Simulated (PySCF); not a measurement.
## SiC, triplet: the ladder up to full CI

Geometry: a point of a stretch scan, not a stationary point.

```xyz
2

Si    0.0000    0.0000    0.0000
C     0.0000    0.0000    2.3040
```

Basis 6-31G; PySCF 2.14.0. Correlated methods freeze the noble-gas cores, which leaves 8 electrons in 16 orbitals. Prefix R: restricted or restricted open-shell reference; prefix U: unrestricted.

Full CI is exact within this basis and frozen core; it isn't the basis-set limit. The frozen core follows each run's orbitals, which can shift R against U totals by a few meV.

The determinant for coupled cluster was chosen by trial CCSD, here up to 0.86 eV above the lowest Hartree–Fock solution of its kind.

The UHF ⟨S²⟩ is 2.912 and the ⟨S²⟩ of the determinant under UCCSD is 2.023. The T1 diagnostic (ROHF- or RHF-based CCSD) is 0.1016 and the largest doubles amplitude (ROHF- or RHF-based CCSD) is 0.288.

| level | E − E(determinant under the R cluster runs) (eV) |
| --- | --- |
| RCCSD | -4.8329 |
| RCCSD(T) | -5.1331 |

Problem. Estimate how far full CI in 6-31G lies from RCCSD(T). The table doesn't fix it; the size of (T) and the diagnostics are the guide.

Solution. Full CI in 6-31G lies 158 meV below RCCSD(T), which is 53 % of the (T) step (-300 meV). T1 is very large, a doubles amplitude is large, and the rest is a large part of (T). The miss exceeds 1 kcal/mol.

The other levels:

| level | E − E(full CI) (meV) | share of correlation (%) | wall time |
| --- | --- | --- | --- |
| RCCSDT | 125 | 97.63 | 6.4 s |

The correlation energy at full CI, counted from the determinant under the R cluster runs, is -5.291 eV. The search over symmetries took 1.9 min on 1 thread of Intel Xeon, shared host; the state has 611,520 determinants.

Run but not shown, since their state, orbitals or frozen core can't be matched to the reference's or they repeat it: RHF, UHF, RMP2, UMP2, UCCSD, UCCSD(T), UCCSDT.

Times are those of the correlated step on a shared host, with one SCF added for the restricted CCSD run; they ran on 1 thread of Intel Xeon.

The full-CI state has the irrep B1 of C2v, in the program's axes (one component, if the state is degenerate).

Natural occupations of full CI about the gap: 1.958 1.913 1.668 0.996 0.941 0.329 0.091 0.062 0.009 0.008; effectively unpaired electrons, Σ n²(2−n)², 2.68.
